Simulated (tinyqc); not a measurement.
Inside a calculation. Method: MP2 on RHF in the sto-3g basis, for LiH, spin multiplicity 1. One step of it, computed by the program tinyqc.

Problem. Second-order Moller-Plesset energy. E2 = sum_ijab (ia|jb) [2 (ia|jb) - (ib|ja)] / (e_i + e_j - e_a - e_b) over occupied i, j and virtual a, b; the opposite-spin part is (ia|jb)^2 / denominator, the rest is same-spin, and SCS-MP2 scales them by 6/5 and 1/3.

orbital energies (hartree): MO1 -2.356596, MO2 -0.261992, MO3 0.075195, MO4 0.163138, MO5 0.163138, MO6 0.470747

Two-electron integrals over orbitals (pq|rs), unique and non-zero (hartree):
```
(11|11) 1.659024    (21|11) -0.102719   (21|21) 0.011146    (22|11) 0.338119
(22|21) 0.004171    (22|22) 0.469238    (31|11) -0.140409   (31|21) 0.010698
(31|22) -0.013258   (31|31) 0.021916    (32|11) 0.019730    (32|21) -0.002820
(32|22) -0.053478   (32|31) 4.25e-06    (32|32) 0.016363    (33|11) 0.394021
(33|21) -0.009751   (33|22) 0.217190    (33|31) 0.001380    (33|32) 0.010985
(33|33) 0.334205    (41|41) 0.009814    (42|41) 0.007325    (42|42) 0.022127
(43|41) 0.010313    (43|42) 0.019645    (43|43) 0.041299    (44|11) 0.396334
(44|21) -0.003883   (44|22) 0.257433    (44|31) -0.005034   (44|32) 0.009111
(44|33) 0.281121    (44|44) 0.312946    (51|51) 0.009814    (52|51) 0.007325
(52|52) 0.022127    (53|51) 0.010313    (53|52) 0.019645    (53|53) 0.041299
(54|54) 0.016869    (55|11) 0.396334    (55|21) -0.003883   (55|22) 0.257433
(55|31) -0.005034   (55|32) 0.009111    (55|33) 0.281121    (55|44) 0.279207
(55|55) 0.312946    (61|11) 0.066173    (61|21) -0.009480   (61|22) -0.007627
(61|31) -0.003992   (61|32) 0.002392    (61|33) 0.011561    (61|44) 0.001274
(61|55) 0.001274    (61|61) 0.010471    (62|11) -0.065195   (62|21) 0.002709
(62|22) 0.115517    (62|31) 0.002845    (62|32) -0.038538   (62|33) -0.017310
(62|44) -0.027975   (62|55) -0.027975   (62|61) 0.000263    (62|62) 0.127270
(63|11) 0.019635    (63|21) -0.002695   (63|22) -0.053610   (63|31) 0.004153
(63|32) 0.012663    (63|33) 0.036101    (63|44) 0.004814    (63|55) 0.004814
(63|61) 0.004360    (63|62) -0.034996   (63|63) 0.027839    (64|41) -0.006122
(64|42) -0.019224   (64|43) -0.013015   (64|64) 0.019762    (65|51) -0.006122
(65|52) -0.019224   (65|53) -0.013015   (65|65) 0.019762    (66|11) 0.358694
(66|21) 0.001640    (66|22) 0.440685    (66|31) -0.011183   (66|32) -0.046412
(66|33) 0.239650    (66|44) 0.263770    (66|55) 0.263770    (66|61) -0.004499
(66|62) 0.116538    (66|63) -0.045305   (66|66) 0.439831
```

Hartree-Fock energy = -7.84439920 hartree

Give: Terms; Pair energies; MP2 correlation energy; SCS-MP2 correlation energy; MP2 total energy.

Solution.

Terms:
```
i  j  a  b    (ia|jb)    (ib|ja)  denominator       term
2  2  6  6      0.127      0.127       -1.465     -0.011
2  2  3  6     -0.039     -0.039       -1.070  -1.39e-03
2  2  6  3     -0.039     -0.039       -1.070  -1.39e-03
2  2  5  5      0.022      0.022       -0.850  -5.76e-04
2  2  4  4      0.022      0.022       -0.850  -5.76e-04
2  2  3  3      0.016      0.016       -0.674  -3.97e-04
1  1  3  3      0.022      0.022       -4.864  -9.88e-05
1  1  6  6      0.010      0.010       -5.655  -1.94e-05
1  1  5  5      0.010      0.010       -5.039  -1.91e-05
1  1  4  4      0.010      0.010       -5.039  -1.91e-05
1  2  5  5      0.007      0.007       -2.945  -1.82e-05
2  1  5  5      0.007      0.007       -2.945  -1.82e-05
1  2  4  4      0.007      0.007       -2.945  -1.82e-05
2  1  4  4      0.007      0.007       -2.945  -1.82e-05
1  1  3  6  -3.99e-03  -3.99e-03       -5.259  -3.03e-06
1  1  6  3  -3.99e-03  -3.99e-03       -5.259  -3.03e-06
1  2  3  6   2.84e-03   2.39e-03       -3.165  -2.96e-06
2  1  6  3   2.84e-03   2.39e-03       -3.165  -2.96e-06
2  1  3  6   2.39e-03   2.84e-03       -3.165  -1.47e-06
1  2  6  3   2.39e-03   2.84e-03       -3.165  -1.47e-06
1  2  6  6   2.63e-04   2.63e-04       -3.560  -1.95e-08
2  1  6  6   2.63e-04   2.63e-04       -3.560  -1.95e-08
1  2  3  3   4.25e-06   4.25e-06       -2.769          0
2  1  3  3   4.25e-06   4.25e-06       -2.769          0
```

Pair energies (hartree; pair i-j sums ij and ji):
```
pair  opposite spin  same spin
1-1       -1.62e-04      0.000
2-1       -8.17e-05  -1.29e-07
2-2          -0.015          0
```

MP2 correlation energy = -0.01562 hartree

SCS-MP2 correlation energy = -0.01875 hartree

MP2 total energy = -7.86002 hartree
